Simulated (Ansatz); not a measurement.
C$_{4}$H$_{7}$FO, SMILES `CC/C=C(/O)F`. The species carries charge 0 and has multiplicity 1. The geometry is a stationary point of PBE0-D4/def2-TZVP. It is one conformer, not always the lowest.

```xyz
13

C     1.117   -1.537   -0.197
C     0.167   -0.715    0.667
C     0.095    0.714    0.241
C    -1.000    1.324   -0.180
O    -1.103    2.621   -0.491
F    -2.176    0.690   -0.307
H     2.126   -1.117   -0.180
H     0.782   -1.553   -1.236
H     1.178   -2.568    0.158
H    -0.832   -1.157    0.644
H     0.501   -0.764    1.710
H     0.992    1.321    0.267
H    -1.845    2.739   -1.095
```

What is the dipole moment at B3LYP/def2-TZVPP? (Best estimate.)

The calculation gave: 0.74 D, with components (-0.25, 0.12, -0.69) D in this frame, pointing from negative to positive charge.

And with PBE, r2SCAN, ωB97M-V? (Best estimate.)

Computed: PBE 0.81 D, r2SCAN 0.81 D, ωB97M-V 0.77 D.

Give the Mulliken charges with B3LYP, ωB97M-V, PBE in def2-TZVPP. (Estimate.)

The calculation gave: 
| atom | B3LYP | ωB97M-V | PBE |
| --- | --- | --- | --- |
| C1 | -0.23 | -0.29 | -0.23 |
| C2 | -0.05 | -0.12 | -0.06 |
| C3 | -0.24 | -0.22 | -0.23 |
| C4 | 0.35 | 0.33 | 0.27 |
| O5 | -0.28 | -0.27 | -0.24 |
| F6 | -0.21 | -0.20 | -0.17 |
| H7 | 0.07 | 0.10 | 0.07 |
| H8 | 0.08 | 0.10 | 0.08 |
| H9 | 0.08 | 0.10 | 0.08 |
| H10 | 0.06 | 0.08 | 0.06 |
| H11 | 0.06 | 0.09 | 0.07 |
| H12 | 0.11 | 0.11 | 0.09 |
| H13 | 0.21 | 0.20 | 0.21 |

B3LYP here is the variant with VWN-RPA as its local correlation; programs differ in this.
